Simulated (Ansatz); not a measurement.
# BHOSi: the cost of one run

Computed with Ansatz 0.2.0, Gaussian basis. Level: def2-QZVPP, core rule «outside noble gas», up to 7 orbitals frozen.

To be run: UHF; ROHF; CCSD(T) on UHF.

2 further runs of the same task are left out: 2 set aside as unsound or not needed.

## Step 1: The geometry

The geometry is a PBE0/def2-TZVP stationary point (not a proven minimum) of the parent state, kept for this charge and spin.

4 atoms, charge 1, spin multiplicity 4.

Atoms are counted from 1 here; the program's logs count them from 0.

Bond lengths: B1–O2 1.301 Å, B1–H4 1.196 Å, O2–Si3 1.661 Å. Angles: O2–B1–H4 128.4°, B1–O2–Si3 176.8°.

## Step 2: UHF

in.yaml

```yaml
crystal:
  periodic: [false, false, false]
  atoms:
    - {symbol: B, position_ang: [0.000012, -0.289616, 0.856663]}
    - {symbol: O, position_ang: [-0.000018, -0.171632, -0.439229]}
    - {symbol: Si, position_ang: [0.000003, -0.114843, -2.099559]}
    - {symbol: H, position_ang: [0.000004, 0.576091, 1.682126]}
basis:
  gaussian: {orbitals: "def2-QZVPP.json"}
total_charge: 1
magnetization: {spin_polarized: true, initial_magnetization: 3}
hamiltonian: {xc: hf}
output: {orbitals: {seedname: orbitals}}
```

Run with:

```
$ ansatz run in.yaml --threads 1 --pin off --events-out ev --progress --plain --max-ram 2393MiB
```

**Question.** How long does this run take on 1 thread of Arm Neoverse V1, shared host, and how much memory does it need?

About 20 s, with a peak of 0.44 GiB.
